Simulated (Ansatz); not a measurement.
The input, for Ansatz 0.2.0:

```yaml
crystal:
  periodic: [false, false, false]
  atoms:
    - {symbol: H, position_ang: [-2.734658, 0.000000, -0.000002]}
    - {symbol: H, position_ang: [-1.619658, 0.000000, -0.000001]}
    - {symbol: Si, position_ang: [0.097342, 0.000000, 0.000000]}
    - {symbol: H, position_ang: [0.547316, -1.416253, 0.000000]}
    - {symbol: H, position_ang: [0.547317, 0.708126, -1.226511]}
    - {symbol: H, position_ang: [0.547315, 0.708127, 1.226511]}
basis:
  gaussian: {orbitals: cc-pVDZ}
magnetization: {spin_polarized: false, initial_magnetization: 1}
correlation: {method: ccsd_t, electrons: outside_noble_gas}
```

```sh
$ ansatz run in.yaml --threads 1 --pin off --events-out ev --progress --plain --max-ram 2393MiB
```

(1) Roughly how long does this take on 1 thread of Arm Neoverse V1, shared host, and how much host memory?

```
397 factors; integrals over basis functions are off by at most 1.3e-3 eV
mean field evaluation 1: about -7937.0348 eV, gradient 9.4e0 eV
mean field evaluation 2: about -7937.0526 eV, gradient 9.4e0 eV
mean field evaluation 4: about -7937.7951 eV, gradient 9.8e-1 eV
mean field evaluation 8: about -7937.8384 eV, gradient 6.1e-2 eV
mean field evaluation 16: about -7937.7699 eV, gradient 9.7e-1 eV
mean field -7937.83850974 eV, -291.7101847728 hartree, gradient 1.7e-6 eV, S^2 0.750000; 0 other end points of the search recorded, 0 dependent functions left out
mean field evaluation 32: about -7938.0476 eV, gradient 1.2e-4 eV
5 core orbitals not correlated: weight in the atoms' cores, before any rotation towards them, 1.000 or more for the frozen orbitals, at most 0.000 for the correlated occupied ones
reference -7937.83850974 eV, -291.7101847728 hartree; 5, 4 occupied and 33, 34 virtual orbitals, 397 factors
second order -3.48386823 eV of doubles, -0.09666987 eV of singles
cycle   1  -4.26226935 eV  change   -6.8e-1 eV  update   6.4e-2
cycle   2  -4.52875209 eV  change   -2.7e-1 eV  update   2.7e-2
cycle   3  -4.54732715 eV  change   -1.9e-2 eV  update   1.1e-2
cycle   4  -4.54945292 eV  change   -2.1e-3 eV  update   4.6e-3
cycle   5  -4.54993110 eV  change   -4.8e-4 eV  update   1.7e-3
cycle   6  -4.55028690 eV  change   -3.6e-4 eV  update   4.3e-4
cycle   7  -4.55051744 eV  change   -2.3e-4 eV  update   1.1e-4
cycle   8  -4.55053504 eV  change   -1.8e-5 eV  update   3.4e-5
cycle   9  -4.55052403 eV  change    1.1e-5 eV  update   9.8e-6
perturbative correction -0.08745611 eV, -0.0032139527 hartree
Total energy: -7942.47648988 eV, -291.8806273990 hartree
```

For the same geometry and basis UCCSDT(Q) lies 24.3 meV lower.

Results:

(1) 0.93 s wall and 0.11 GiB.
